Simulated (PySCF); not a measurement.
chloroform (CHCl3), SMILES ClC(Cl)Cl.

Geometry optimised at PBE-D3(BJ)/def2-SVP.

Computed with PBE-D3(BJ)/def2-SVP in PySCF.

Frequencies are harmonic and unscaled.

Modes within 1.5 cm⁻¹ of each other (mostly degenerate sets) share a row, with their intensities summed.

**Question.** Estimate the vibrational spectrum. (An estimate is asked for; the answer gives what the named calculation found.)

**Answer.** 
```json
[
 {"mode": "1–2", "ν (cm⁻¹)": "249", "IR (km/mol)": "0.0", "moving atoms (share of kinetic energy)": "Cl 95 %"},
 {"mode": "3", "ν (cm⁻¹)": "357", "IR (km/mol)": "0.4", "moving atoms (share of kinetic energy)": "Cl 85 %, C 14 %"},
 {"mode": "4", "ν (cm⁻¹)": "657", "IR (km/mol)": "6.3", "moving atoms (share of kinetic energy)": "C 68 %, Cl 26 %"},
 {"mode": "5–6", "ν (cm⁻¹)": "720", "IR (km/mol)": "364.9", "moving atoms (share of kinetic energy)": "C 79 %, Cl 18 %"},
 {"mode": "7–8", "ν (cm⁻¹)": "1171", "IR (km/mol)": "38.5", "moving atoms (share of kinetic energy)": "H 93 %"},
 {"mode": "9", "ν (cm⁻¹)": "3090", "IR (km/mol)": "0.2", "moving atoms (share of kinetic energy)": "H 92 %, C 8 %"}
]
```
